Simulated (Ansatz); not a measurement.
# CH3OSi− (SMILES C=[SiH][O-]): functionals against CCSD(T) at one geometry

One table from this session's results is given with a row withheld; the runs are named, their logs left out.

The runs use Ansatz 0.2.0, Gaussian basis; single points in def2-TZVPPD.

Cores are frozen in the correlated methods.

### Where the work starts

SMILES `C=[SiH][O-]`, 6 atoms, charge -1, spin multiplicity 1.

Atoms are counted from 1 here; the program's logs count them from 0.

Bond lengths: C1–Si2 1.794 Å, C1–H4 1.095 Å, C1–H5 0.987 Å, Si2–O3 1.456 Å, Si2–H6 1.570 Å. Angles: Si2–C1–H4 124.7°, Si2–C1–H5 121.1°, H4–C1–H5 111.8°, C1–Si2–O3 138.6°, C1–Si2–H6 104.5°, O3–Si2–H6 114.1°.

Coordinates:

```
C    -0.5544    0.3636   -0.6780
Si    0.5080   -0.5089    0.4753
O     0.7205   -1.8686    0.9504
H    -1.1305   -0.1140   -1.4779
H    -0.4569    1.3342   -0.8267
H     1.0142    0.6027    1.4624
```

Set-up of the first run:

run/in.yaml reads:

```yaml
crystal:
  periodic: [false, false, false]
  atoms:
    - {symbol: C, position_ang: [-0.554400, 0.363600, -0.678000]}
    - {symbol: Si, position_ang: [0.508000, -0.508900, 0.475300]}
    - {symbol: O, position_ang: [0.720500, -1.868600, 0.950400]}
    - {symbol: H, position_ang: [-1.130500, -0.114000, -1.477900]}
    - {symbol: H, position_ang: [-0.456900, 1.334200, -0.826700]}
    - {symbol: H, position_ang: [1.014200, 0.602700, 1.462400]}
basis:
  gaussian: {orbitals: "def2-TZVPPD.json"}
total_charge: -1
correlation: {method: ccsd_t}
output: {forces: true}
```

The basis file named in the input lies beside it (Basis Set Exchange, JSON).

The command line of these runs was not kept.

Steps of the session up to this table: CCSD(T)/def2-TZVPPD; PBE0-D4/def2-TZVPPD; wB97M-V/def2-TZVPPD; r2SCAN-D4/def2-TZVPPD; PBE-D4/def2-TZVPPD; CAM-B3LYP-D4/def2-TZVPPD; HSE06-D4/def2-TZVPPD.

One table of the session follows, with a row left open; its other results are not shown here.

```
      method  RMS force component (eV/Å)  angle to CCSD(T) forces (°)
     CCSD(T)                       2.941                    reference
     PBE0-D4                           ?                            ?
     wB97M-V                       2.861                          3.1
   r2SCAN-D4                       2.875                          1.7
      PBE-D4                       3.024                          2.3
CAM-B3LYP-D4                       2.801                          4.1
    HSE06-D4                       2.842                          2.8
```

**Question.** Estimate the row for PBE0-D4.

The run gave: RMS force component (eV/Å): 2.839; angle to CCSD(T) forces (°): 3.0. In the column «RMS force component (eV/Å)» it lies between CAM-B3LYP-D4 (2.801) and HSE06-D4 (2.842).
